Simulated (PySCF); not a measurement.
ClH5Si2.
SMILES: `[SiH3][SiH2]Cl`

The calculation used CAM-B3LYP/def2-SVPD in PySCF (dipole) on a GFN2-xTB geometry, gas phase.

Masses are those of the commonest isotopes; rigid-rotor values at the optimised geometry. 

**Question.** Give the principal moments of inertia and the rotational constants in GHz.

**Answer.** Ia = 43.91, Ib = 223.09, Ic = 255.89 u·Å²; 505379 MHz·u·Å²/I gives 11510, 2265 and 1975 MHz, that is A = 11.510, B = 2.2653, C = 1.9750 GHz.

**Question.** What kind of rotor is it?

**Answer.** A near-prolate asymmetric top. Ray's parameter κ = (2B − A − C)/(A − C) = -0.939; −1 is the prolate and +1 the oblate limit.

**Question.** What does the inertial defect say?

**Answer.** Not planar: Δ = Ic − Ia − Ib = -11.11 u·Å². For a rigid frame Δ = −2 Σ m c², so Σ m c² = 5.56 u·Å² lies off the ab plane, practically all of it from hydrogen. The atom farthest from that plane is 1.18 Å away.

**Question.** Give the other two planar moments, Paa and Pbb, and the rms extents of the mass along the axes.

**Answer.** Paa = Σ m a² = (Ib + Ic − Ia)/2 = 217.54 and Pbb = Σ m b² = (Ia + Ic − Ib)/2 = 38.35 u·Å². With the mass M = 95.96 u, the rms extents √(P/M) along a, b and c are 1.51, 0.63, 0.24 Å.

**Question.** Which types of transition are allowed, and where do some lines up to J = 3 fall?

**Answer.** The dipole components are |μa| = 1.27 D, |μb| = 0.67 D, |μc| = 0.00 D; the mirror of this Cs structure is the ab plane, so μc vanishes by symmetry and there are no c-type lines. Intensities carry the squares of the components, which stand as 1.00 : 0.28 (a : b). Some lines, for components of 0.1 D or more:

| type | branch | J(Ka,Kc) | MHz | lower level (cm⁻¹) |
| --- | --- | --- | --- | --- |
| a | R | 2(1,2) ← 1(1,1) | 8190 | 0.450 |
| a | R | 2(0,2) ← 1(0,1) | 8474 | 0.141 |
| a | R | 2(1,1) ← 1(1,0) | 8771 | 0.459 |
| b | Q | 2(1,1) ← 2(0,2) | 9832 | 0.424 |
| b | Q | 3(1,2) ← 3(0,3) | 10290 | 0.848 |
| a | R | 3(1,3) ← 2(1,2) | 12281 | 0.723 |
| a | R | 3(0,3) ← 2(0,2) | 12694 | 0.424 |
| a | R | 3(2,2) ← 2(2,1) | 12721 | 1.677 |
| b | R | 1(1,1) ← 0(0,0) | 13485 | 0.000 |
| b | Q | 3(2,1) ← 3(1,2) | 27335 | 1.191 |
| b | Q | 2(2,1) ← 2(1,2) | 28604 | 0.723 |
| b | R | 2(2,1) ← 1(1,0) | 36504 | 0.459 |
| b | R | 3(2,2) ← 2(1,1) | 40454 | 0.752 |
| b | R | 3(2,1) ← 2(1,2) | 41358 | 0.723 |
| b | Q | 3(3,0) ← 3(2,1) | 46918 | 2.103 |
| b | Q | 3(3,1) ← 3(2,2) | 46951 | 2.101 |
| b | R | 3(3,1) ← 2(2,0) | 59666 | 1.677 |

Stationary, but not proved a minimum. Zero-point vibration and centrifugal distortion are left out. A rigid rotor knows nothing of internal rotation, which can split or shift real lines. Quadrupole hyperfine structure (35Cl) is left out.

Hardware: one thread, Arm Neoverse V1, on a shared host. Cost: 6.5 s wall. This is the CAM-B3LYP/def2-SVPD job that gave the dipole, with the excitations it also computed.
